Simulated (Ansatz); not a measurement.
**B₂SiH (sextet): from Hartree-Fock to the top rungs, def2-QZVPP**

An exercise on one series of results from a longer session: the logs are not shown, and one member is left open.

Method: def2-QZVPP, core rule «outside noble gas», up to 7 orbitals frozen; program: Ansatz 0.2.0, Gaussian basis.

Plan: UHF; ROHF; CCSD(T) on UHF.

## What is computed

The geometry is a PBE0/def2-TZVP stationary point (not a proven minimum) of the parent state, kept for this charge and spin.

4 atoms, charge 0, spin multiplicity 6.

Atoms are counted from 1 here; the program's logs count them from 0.

Bond lengths: B1–B2 1.555 Å, B1–H4 1.178 Å, B2–Si3 1.975 Å. Angles: B2–B1–H4 180.0°, B1–B2–Si3 180.0°.

The first run:

Contents of in.yaml:

```yaml
crystal:
  periodic: [false, false, false]
  atoms:
    - {symbol: B, position_ang: [0.000000, 0.000000, -0.976964]}
    - {symbol: B, position_ang: [0.000000, 0.000000, 0.578505]}
    - {symbol: Si, position_ang: [0.000000, 0.000000, 2.553858]}
    - {symbol: H, position_ang: [0.000000, 0.000000, -2.155400]}
basis:
  gaussian: {orbitals: "def2-QZVPP.json"}
magnetization: {spin_polarized: true, initial_magnetization: 5}
hamiltonian: {xc: hf}
output: {orbitals: {seedname: orbitals}}
```

Started as:

```sh
$ ansatz run in.yaml --threads 1 --pin off --events-out ev --progress --plain --max-ram 2393MiB
```

Steps of the session up to this table: UHF; ROHF; CCSD(T) on UHF.

One of the session's tables, all rows but one given; the rest of the session is left out.

| method | from UCCSD(T) (meV) |
| --- | --- |
| ROHF | +7152.0 |
| UHF | +7029.6 |
| UMP2 | ? |
| UCCSD | +353.8 |
| UCCSD(T) | 0 |

Q: Estimate the row for UMP2 from the others.

**Answer.** from UCCSD(T) (meV): +1263.6. In the column «from UCCSD(T) (meV)» it lies between UCCSD (+353.8) and UHF (+7029.6).
